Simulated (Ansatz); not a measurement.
## BH₃O (charge -1), SMILES [BH2-]O: a rigid scan of one bond angle

Computed with Ansatz 0.2.0 through its Python package.

Script `bh3o.py`:
```python
'''Bending curve of BH3O(-).'''

import ansatz
from ase import Atoms

atoms = Atoms(['B', 'O', 'H', 'H', 'H'], positions=[
    (-0.3836, 0.1954, 0.2118),
    (0.849, -0.3524, -0.3714),
    (-1.0636, -0.6965, 0.6132),
    (-0.9796, 0.8053, -0.6198),
    (1.5778, 0.0482, 0.1662),
])

# relax first, so that the scan starts from a minimum
first = (
    ansatz.Crystal.molecule_from_ase(atoms).calculation()
    .basis(gaussian='cc-pVDZ')
    .charge(-1)
    .spin('collinear', total=1)
    .functional('pbe0')
    .relax(force_tolerance=0.02, max_steps=80)
)
atoms.positions = first.run(threads=1).report['positions_ang']

rows = []
for angle in [90, 100, 110, 120, 135, 150, 165, 179]:
    bent = atoms.copy()
    bent.set_angle(0, 1, 4, angle, indices=[4])
    job = ansatz.Crystal.molecule_from_ase(bent).calculation()
    job = job.basis(gaussian='cc-pVDZ').correlation('CCSD(T)')
    job = job.charge(-1)
    job = job.spin('collinear', total=1)
    rows.append((angle, job.run(threads=1).report['free_energy_ev']))
floor = min(e for _, e in rows)
for angle, e in rows:
    print(f'angle B0-O1-H4 = {angle:3d} deg   {1000 * (e - floor):9.1f} meV')
```

Running `python bh3o.py` prints:
```text
angle B0-O1-H4 =  90 deg       101.0 meV
angle B0-O1-H4 = 100 deg         0.0 meV
angle B0-O1-H4 = 110 deg         9.9 meV
angle B0-O1-H4 = 120 deg       113.8 meV
angle B0-O1-H4 = 135 deg       396.7 meV
angle B0-O1-H4 = 150 deg       742.9 meV
angle B0-O1-H4 = 165 deg      1031.9 meV
angle B0-O1-H4 = 179 deg      1149.7 meV
```

Caveats:
- The scan is rigid, and the energies are electronic, in a modest basis. The zero is the lowest point of the grid, which needn't be the minimum.
- The species is open-shell (spin multiplicity 2).
- For an odd-electron ion, approximate functionals spread the charge over both fragments and lower the stretched end too much.
- Anions want diffuse functions, which this basis lacks.
- The start is relaxed with a density functional and scanned with the wavefunction method, so it isn't exactly that method's minimum.
- Finished in 39 s on 1 thread of Intel(R) Xeon(R) Platinum 8259CL CPU @ 2.50GHz (Skylake/Cascade Lake), on a shared host, peak memory 0.22 GiB.
